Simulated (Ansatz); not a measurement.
A run of Ansatz (development build ahead of 0.2.0) on singlet CHO₂(-) at this shape:

```xyz
4

C    -0.0485   -0.0118   -0.3019
O     0.0361    1.1136    0.2359
O     0.0049   -1.0865    0.1864
H     0.0234    0.0141   -1.4312
```

Its results:

```
Converged                       : yes
Total energy                    : -188.18968 hartree
Spin squared of the determinant : 0.000
```

Which input gives this output? Name the method, the orbitals and the basis set, and write the input.

RHF in cc-pVDZ. An unrestricted run that stays on the closed shell gives the same numbers.

```yaml
crystal:
  periodic: [false, false, false]
  atoms:
    - { symbol: C, position_ang: [-0.04847, -0.01178, -0.3019] }
    - { symbol: O, position_ang: [0.03611, 1.11357, 0.23585] }
    - { symbol: O, position_ang: [0.00493, -1.08649, 0.1864] }
    - { symbol: H, position_ang: [0.02345, 0.01409, -1.43118] }
basis:
  gaussian: { orbitals: cc-pVDZ }
total_charge: -1
hamiltonian:
  xc: hf
```

Caution: no diffuse functions for an anion.
